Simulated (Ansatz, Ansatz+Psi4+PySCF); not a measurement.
```xyz
6

H     1.5530   -0.1936    1.0062
C     1.1760    0.0000    0.0000
C    -0.2810    0.0000    0.0000
N    -1.4328    0.0000    0.0000
H     1.5531    0.9681   -0.3354
H     1.5531   -0.7745   -0.6707
```

Basis set: cc-pVTZ (spherical functions). Correlated methods keep 3 orbitals frozen. Charge 0, multiplicity 1.

Computed with Ansatz (development build ahead of 0.2.0); each method stands on the lowest determinant of its kind that the runs found. Restricted open shells among the atoms or ions are ROHF, correlated in semicanonical orbitals with singles.

(1) Give the atomization energy at this shape (free ground-state atoms in the same class of orbitals less the molecule, no zero-point energy) of singlet C₂H₃N by RHF-MP2, RHF.

Results:

(1)

```
 method  atomization energy
RHF-MP2       2562.2 kJ/mol
    RHF       1846.5 kJ/mol
```
